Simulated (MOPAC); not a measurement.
MOPAC input (AM1):

```
AM1 PRECISE GNORM=0.05 LET XYZ UHF MS=0.5 GEO-OK AUX(PRECISION=9) THREADS=1
CHO2

O    -1.08887154 1   -0.44118669 1   -0.01223018 1
C    -0.05027312 1    0.20044672 1    0.00177486 1
O     1.16824354 1    0.12471821 1    0.00942801 1
H    -0.33333734 1    1.32906756 1    0.01176824 1
```

Output:

```
 *******************************************************************************
 **                                                                           **
 **                              MOPAC v23.2.5                                **
 **                                                                           **
 *******************************************************************************
 ** MOPAC's Digital Object Identifier: https://doi.org/10.5281/zenodo.6511958 **
 **                                                                           **
 ** Please cite the open-source release paper for use of this MOPAC version:  **
 ** J. E. Moussa and J. J. P. Stewart (2026)                                  **
 ** MOPAC: An open-source semiempirical molecular orbital program             **
 ** J. Open Source Softw., 11(119), 8025, https://doi.org/10.21105/joss.08025 **
 *******************************************************************************

                              AM1 CALCULATION RESULTS

 *******************************************************************************
 *  AM1        - The AM1 Hamiltonian to be used
 *  GEO-OK     - OVERRIDE INTERATOMIC DISTANCE AND OTHER SAFETY CHECKS
 *  UHF        - UNRESTRICTED HARTREE-FOCK CALCULATION
 *  MS=        - IN MECI, MAGNETIC COMPONENT OF SPIN =  0.5
 *  LET        - OVERRIDE SOME SAFETY CHECKS
 *  PRECISE    - TIGHTER CRITERIA TO BE USED
 *  XYZ        - CARTESIAN COORDINATE SYSTEM TO BE USED
 *  GNORM      - EXIT WHEN GRADIENT NORM DROPS BELOW 0.050
 *  AUX        - OUTPUT AUXILIARY INFORMATION
 *******************************************************************************
AM1 PRECISE GNORM=0.05 LET XYZ UHF MS=0.5 GEO-OK AUX(PRECISION=9) THREADS=1
 CHO2

   ATOM   CHEMICAL          X               Y               Z
  NUMBER   SYMBOL      (ANGSTROMS)     (ANGSTROMS)     (ANGSTROMS)

     1       O         -1.08887154  *  -0.44118669  *  -0.01223018  *
     2       C         -0.05027312  *   0.20044672  *   0.00177486  *
     3       O          1.16824354  *   0.12471821  *   0.00942801  *
     4       H         -0.33333734  *   1.32906756  *   0.01176824  *

          CARTESIAN COORDINATES

    NO.       ATOM           X           Y           Z

     1         O         -1.0889     -0.4412     -0.0122
     2         C         -0.0503      0.2004      0.0018
     3         O          1.1682      0.1247      0.0094
     4         H         -0.3333      1.3291      0.0118

  H: (AM1): M.J.S. DEWAR ET AL, J. AM. CHEM. SOC. 107 3902-3909 (1985)
  C: (AM1): M.J.S. DEWAR ET AL, J. AM. CHEM. SOC. 107 3902-3909 (1985)
  O: (AM1): M.J.S. DEWAR ET AL, J. AM. CHEM. SOC. 107 3902-3909 (1985)

           Empirical Formula: C H O2  =     4 atoms

      MOLECULAR POINT GROUP   :   C2v

          UHF CALCULATION, NO. OF ALPHA ELECTRONS =    9
                           NO. OF BETA  ELECTRONS =    8

          Geometry optimization using EF

          DIAGONAL MATRIX USED AS START HESSIAN
[...]
     GRADIENT =  0.02725 IS LESS THAN CUTOFF =  0.05000

 -------------------------------------------------------------------------------
 AM1 PRECISE GNORM=0.05 LET XYZ UHF MS=0.5 GEO-OK AUX(PRECISION=9) THREADS=1
 CHO2

     GEOMETRY OPTIMISED USING EIGENVECTOR FOLLOWING (EF).
     SCF FIELD WAS ACHIEVED

                              AM1 CALCULATION
                                                       MOPAC v23.2.5 Linux

          FINAL HEAT OF FORMATION =        -38.60216 KCAL/MOL =    -161.51143 KJ/MOL

          COSMO AREA              =         69.03 SQUARE ANGSTROMS
          COSMO VOLUME            =         50.37 CUBIC ANGSTROMS

          GRADIENT NORM           =          0.02725          =       0.01362 PER ATOM
          IONIZATION POTENTIAL    =         11.893443 EV
          ALPHA SOMO LUMO (EV)    =        -11.928  0.662
          BETA  SOMO LUMO (EV)    =        -11.893 -2.050
          NO. OF ALPHA ELECTRONS  =          9
          NO. OF BETA  ELECTRONS  =          8
          MOLECULAR WEIGHT        =         45.0177         POINT GROUP:  C2v

          MOLECULAR DIMENSIONS (Angstroms)

            Atom       Atom       Distance
            O     3    O     1     2.21780
            H     4    O     1     1.74219
            C     2    O     3     0.00000

          SCF CALCULATIONS        =        249

   ATOM   CHEMICAL          X               Y               Z
  NUMBER   SYMBOL      (ANGSTROMS)     (ANGSTROMS)     (ANGSTROMS)

     1       O         -1.00288846  *  -0.51740926  *  -0.01244091  *
     2       C         -0.13565946  *   0.35648154  *   0.00283500  *
     3       O          1.14563780  *   0.03216047  *   0.00829062  *
     4       H         -0.29108602  *   1.46288047  *   0.01347977  *

                             CARTESIAN COORDINATES

   1    O       -1.002888460    -0.517409258    -0.012440907
   2    C       -0.135659461     0.356481543     0.002834996
   3    O        1.145637803     0.032160465     0.008290616
   4    H       -0.291086021     1.462880469     0.013479774

           Empirical Formula: C H O2  =     4 atoms

      MOLECULAR POINT GROUP   :   C2v

          ALPHA EIGENVALUES
 -40.93650 -37.48411 -24.69030 -19.08025 -18.14018 -16.99370 -14.54024 -13.08417
 -11.92751   0.66245   2.04123   3.94321   5.74244

           BETA EIGENVALUES
 -39.91835 -35.65699 -23.81640 -18.28435 -17.08817 -16.66590 -12.68036 -11.89344
  -2.04968   0.65710   2.32588   4.34431   5.98931

              NET ATOMIC CHARGES AND DIPOLE CONTRIBUTIONS

  ATOM NO.   TYPE          CHARGE      No. of ELECS.   s-Pop       p-Pop
    1          O          -0.304355        6.3044     1.91594     4.38841
    2          C           0.211642        3.7884     1.26007     2.52829
    3          O          -0.087400        6.0874     1.93229     4.15511
    4          H           0.180113        0.8199     0.81989
 DIPOLE           X         Y         Z       TOTAL
 POINT-CHG.     0.595     2.371     0.029     2.445
 HYBRID         0.049     0.205     0.003     0.211
 SUM            0.644     2.576     0.032     2.656

          ATOMIC ORBITAL ELECTRON POPULATIONS

     Atom    s        px        py        pz
    1  O   1.91594   1.48997   1.47845   1.41999
    2  C   1.26007   0.83400   0.95380   0.74050
    3  O   1.93229   1.26100   1.05474   1.83937
    4  H   0.81989

                    (SZ)    =    0.500000
                    (S**2)  =    0.754772

          ATOMIC ORBITAL SPIN POPULATIONS

    Atom   Total    s     px     py     pz
         Atomic
    1  O  0.0234 -0.003  0.005  0.039 -0.018
    2  C -0.0550 -0.010 -0.024 -0.020 -0.002
    3  O  0.9577  0.008  0.042  0.888  0.020
    4  H  0.0740  0.074

 **********************
 *                    *
 * JOB ENDED NORMALLY *
 *                    *
 **********************

 == MOPAC DONE ==
```

The geometry given is a B3LYP-D3(BJ)/def2-TZVP minimum.
